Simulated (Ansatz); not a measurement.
Input file for CH7NSi (`NC[SiH3]`):

```yaml
crystal:
  periodic: [false, false, false]
  atoms:
    - {symbol: N, position_ang: [-1.304451, 0.523252, -0.537141]}
    - {symbol: C, position_ang: [0.143619, 0.583329, -0.376313]}
    - {symbol: Si, position_ang: [0.717243, -0.746708, 0.827504]}
    - {symbol: H, position_ang: [-1.586760, -0.361350, -0.939366]}
    - {symbol: H, position_ang: [-1.636303, 1.251546, -1.156883]}
    - {symbol: H, position_ang: [0.409640, 1.550304, 0.064318]}
    - {symbol: H, position_ang: [0.719706, 0.502924, -1.312094]}
    - {symbol: H, position_ang: [0.237295, -2.077478, 0.358747]}
    - {symbol: H, position_ang: [0.178303, -0.501442, 2.189645]}
    - {symbol: H, position_ang: [2.204708, -0.775377, 0.884482]}
basis:
  gaussian: {orbitals: def2-TZVPP}
correlation: {method: ccsd_t}
output: {orbitals: {seedname: orbitals}}
```

```sh
$ ansatz run in.yaml --threads 2 --pin off --events-out ev --progress --plain --max-ram 4352MiB
```

Output of Ansatz, abridged:

```
Functional definition: HF
1150 factors; integrals over basis functions are off by at most 9.6e-4 eV
mean field evaluation 1: about -10483.2389 eV, gradient 3.2e1 eV
mean field evaluation 2: about -10483.3929 eV, gradient 3.3e1 eV
mean field evaluation 4: about -10486.1230 eV, gradient 3.4e0 eV
mean field evaluation 8: about -10486.1667 eV, gradient 1.8e-1 eV
mean field -10486.16686420 eV, -385.3595244801 hartree, gradient 2.1e-6 eV, S^2 0.000000; 0 other end points of the search recorded, 0 dependent functions left out
7 core orbitals not correlated: weight in the atoms' cores, before any rotation towards them, 1.000 or more for the frozen orbitals, at most 0.000 for the correlated occupied ones
reference -10486.16686420 eV, -385.3595244801 hartree; 10, 10 occupied and 185, 185 virtual orbitals, 1150 factors
second order -14.31783937 eV of doubles, -0.00000000 eV of singles
cycle   1  -15.02731603 eV  change   -7.1e-1 eV  update   7.7e-2
cycle   2  -15.43934453 eV  change   -4.1e-1 eV  update   2.3e-2
cycle   3  -15.48564086 eV  change   -4.6e-2 eV  update   8.4e-3
cycle   4  -15.48227179 eV  change    3.4e-3 eV  update   2.3e-3
cycle   5  -15.48234302 eV  change   -7.1e-5 eV  update   8.8e-4
cycle   6  -15.48224402 eV  change    9.9e-5 eV  update   2.7e-4
cycle   7  -15.48214737 eV  change    9.7e-5 eV  update   8.7e-5
cycle   8  -15.48215036 eV  change   -3.0e-6 eV  update   3.6e-5
cycle   9  -15.48215151 eV  change   -1.1e-6 eV  update   1.4e-5
perturbative correction -0.54827216 eV, -0.0201486302 hartree
Total energy: -10502.19728786 eV, -385.9486316839 hartree
```

Run time 38 s (2 threads of an Arm Neoverse V2 on a shared host); peak host memory 2.5 GiB.

The correlation energy is -16.030 eV, 3.4 % of it from (T); the T1 diagnostic reads 0.0098.
